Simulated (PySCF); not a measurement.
Gas-phase reaction: 5 SiH2F ⇌ i-Si4H10 + 5 F + Si

Energies from PySCF, thermal terms from the rigid-rotor harmonic-oscillator model, ideal gas at 1 bar. † marks an energy on the PBE0/def2-TZVP geometry and frequencies; other levels use their own. CCSD(T) freezes the core. 6-31G* has spherical d functions here. Open shells (unrestricted): SiH2F (multiplicity 2), F (multiplicity 2, electronic degeneracy 6), Si (multiplicity 3, electronic degeneracy 9); the rest are closed-shell singlets. Spin-orbit splitting is ignored; it lowers the true energy and changes the entropy of F, Si. B3LYP is the form with VWN-RPA correlation. SiH2F: computed as isolated molecules; such fragments, hydroxides, amides, oligomers or adducts are transient or little studied in the gas. CCSD(T) isn't extrapolated to the basis-set limit. The harmonic model lacks anharmonicity and excited electronic states, which grow with temperature; levels with a mode under 35 cm⁻¹ are left out. Internal rotation in i-Si4H10 is treated as a harmonic vibration of one conformer, which makes the entropy rough.

| level | ΔE electronic, kJ | ΔH°(298 K), kJ | ΔS°(298 K), J/K | ΔG°(1400 K), kJ |
|---|---|---|---|---|
| B3LYP/6-31G* | 1820 | 1823 | 132 | 1581 |
| CCSD(T)/def2-SVP† | 1633 | 1635 | 131 | 1395 |
| M06-2X/def2-TZVP† | 1944 | 1946 | 131 | 1706 |
| PBE0/def2-TZVP | 1843 | 1845 | 131 | 1605 |
| r2SCAN/def2-TZVP† | 1927 | 1929 | 131 | 1689 |
ΔH° is lowest at CCSD(T)/def2-SVP† and highest at M06-2X/def2-TZVP†. No reference value is set beside these.
